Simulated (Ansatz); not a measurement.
**Si2H3Cl (SMILES [SiH2]=[SiH]Cl): one structure at several levels**

The task here is to estimate one member of a computed series from the others.

Method: single points in def2-TZVPP; program: Ansatz 0.2.0, Gaussian basis.

Cores are frozen in the correlated methods.

### Where the work starts

SMILES `[SiH2]=[SiH]Cl`, 6 atoms, charge 0, spin multiplicity 1.

Atoms are counted from 1 here; the program's logs count them from 0.

Bond lengths: Si1–Si2 2.258 Å, Si1–H4 1.477 Å, Si1–H5 1.514 Å, Si2–Cl3 2.099 Å, Si2–H6 1.468 Å. Angles: Si2–Si1–H4 113.1°, Si2–Si1–H5 120.2°, H4–Si1–H5 103.2°, Si1–Si2–Cl3 116.8°, Si1–Si2–H6 116.6°, Cl3–Si2–H6 101.6°.

As a file:

```xyz
6
ClH3Si2
Si   -0.4970    0.3416   -1.0235
Si    0.3435   -0.4890    0.9001
Cl    1.9446    0.5587    1.7640
H    -1.7236   -0.3504   -1.4676
H    -0.8713    1.8058   -1.1205
H     0.8776   -1.8550    0.8471
```

The first run:

Input file run/in.yaml:

```yaml
crystal:
  periodic: [false, false, false]
  atoms:
    - {symbol: Si, position_ang: [-0.497000, 0.341600, -1.023500]}
    - {symbol: Si, position_ang: [0.343500, -0.489000, 0.900100]}
    - {symbol: Cl, position_ang: [1.944600, 0.558700, 1.764000]}
    - {symbol: H, position_ang: [-1.723600, -0.350400, -1.467600]}
    - {symbol: H, position_ang: [-0.871300, 1.805800, -1.120500]}
    - {symbol: H, position_ang: [0.877600, -1.855000, 0.847100]}
basis:
  gaussian: {orbitals: def2-TZVPP}
correlation: {method: ccsd_t}
output: {forces: true}
```

No record of the launch command was kept for these runs.

Steps of the session up to this table: CCSD(T)/def2-TZVPP; PBE0-D4/def2-TZVPP; wB97M-V/def2-TZVPP; r2SCAN-D4/def2-TZVPP; PBE-D4/def2-TZVPP; HSE06-D4/def2-TZVPP; BLYP-D4/def2-TZVPP.

One table of the session follows, with a row left open; its other results are not shown here.

```
   method  RMS force component (eV/Å)  angle to CCSD(T) forces (°)  dipole (D)
  CCSD(T)                       0.322                    reference        1.28
  PBE0-D4                       0.375                         19.8        1.27
  wB97M-V                           ?                            ?           ?
r2SCAN-D4                       0.353                         17.1        1.18
   PBE-D4                       0.333                         31.3        1.11
 HSE06-D4                       0.371                         19.2        1.26
  BLYP-D4                       0.258                         32.2        1.12
```

Q: Estimate the row for wB97M-V from the others.

The run gave: RMS force component (eV/Å): 0.355; angle to CCSD(T) forces (°): 21.6; dipole (D): 1.30. In the column «RMS force component (eV/Å)» it lies between r2SCAN-D4 (0.353) and HSE06-D4 (0.371).
